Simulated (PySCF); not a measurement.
From one molecule to another.

First species: C₄H₈O₂.
Numbering: `[CH3:1][O:2][CH:3]1[CH2:4][O:5][CH2:6]1` (hydrogens: H7, H8, H9 on C1; H10 on C3; H11, H12 on C4; H13, H14 on C6)

Second species: C₃H₄FN.
SMILES: `C=N/C=C/F`

Levels: PBE0/def2-SVPD for dipole moment, HOMO energy, LUMO energy, HOMO–LUMO gap, static isotropic polarisability and electronic spatial extent ⟨r²⟩ about the centre of nuclear charge; TDDFT PBE0/def2-SVPD for lowest singlet excitation; TDA PBE0/def2-SVPD for lowest triplet excitation (Tamm–Dancoff); GFN2-xTB for rotational constant A and rotational constant C. Geometries: GFN2-xTB. Each structure is a single optimised conformer of the isolated species, non-relativistic unless stated. Electronic properties by PySCF.

The conformers computed, where there is a choice (atom-mapped SMILES and torsion angles):
- `[CH3:1][O:2][CH:3]1[CH2:4][O:5][CH2:6]1`: C1–O2–C3–C4 81°
- `[CH2:1]=[N:2]/[CH:3]=[CH:4]/[F:5]`: C1–N2–C3–C4 180°

Values for the first species:

```
Dipole moment                                                     : 2.37 D
HOMO energy                                                       : -7.35 eV
LUMO energy                                                       : 0.63 eV
HOMO–LUMO gap                                                     : 7.98 eV
Lowest singlet excitation                                         : 6.84 eV
Lowest triplet excitation (Tamm–Dancoff)                          : 6.49 eV
Static isotropic polarisability                                   : 55.8 au
Electronic spatial extent ⟨r²⟩ about the centre of nuclear charge : 612 bohr²
Rotational constant A                                             : 9.307 GHz
Rotational constant C                                             : 2.103 GHz
```

(1) Estimate the same properties for the second species, and the change in each.

Answers

(1) 
| property | first | second | second less first |
| --- | --- | --- | --- |
| dipole moment | 2.37 D | 1.53 D | -0.84 D |
| HOMO energy | -7.35 eV | -7.29 eV | +0.06 eV |
| LUMO energy | 0.63 eV | -1.27 eV | -1.90 eV |
| HOMO–LUMO gap | 7.98 eV | 6.02 eV | -1.96 eV |
| lowest singlet excitation | 6.84 eV | 4.60 eV | -2.24 eV |
| lowest triplet excitation (Tamm–Dancoff) | 6.49 eV | 3.25 eV | -3.24 eV |
| static isotropic polarisability | 55.8 au | 50.5 au | -5.3 au |
| electronic spatial extent ⟨r²⟩ about the centre of nuclear charge | 612 bohr² | 508 bohr² | -104 bohr² |
| rotational constant A | 9.307 GHz | 40.120 GHz | +30.813 GHz |
| rotational constant C | 2.103 GHz | 2.199 GHz | +0.096 GHz |

On the first: The dipole equals about 7.9 × 10⁻³⁰ C·m (1 D = 3.33564 × 10⁻³⁰ C·m). The vertical singlet–triplet gap S1 − T1 is 0.35 eV (TDDFT singlet less Tamm–Dancoff triplet; S1: HOMO→LUMO, weight 0.59; T1: HOMO→LUMO+1, weight 0.50, beside HOMO→LUMO, weight 0.28).

On the second: The polarisability is 7.49 Å³ as a volume (1 au = 0.148185 Å³), or 1.33 au for each of the 38 electrons. S1 lies 1.42 eV below the HOMO–LUMO gap; its leading configuration is HOMO−1→LUMO, weight 0.99.
